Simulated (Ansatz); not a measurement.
# Y (model structure, started from the omega type, P6/mmm, No. 191, 3 atoms in the cell): properties by level of theory

```
level (code)         lattice constant a (Å)  c axis length (Å)
-------------------  ----------------------  -----------------
PBE (Ansatz)                          5.653              3.530
PBEsol (Ansatz)                       5.558              3.469
PBE-D3(BJ) (Ansatz)                   5.572              3.473
```

Ansatz's density-functional and Hartree–Fock values are scalar-relativistic unless marked +SOC, with PAW data made under PBE.

A model structure was made by putting elements into a prototype or built by hand; it is no filed structure, need not be a known phase, and can be a saddle point held by its symmetry.

Ansatz is a program for electronic structure.
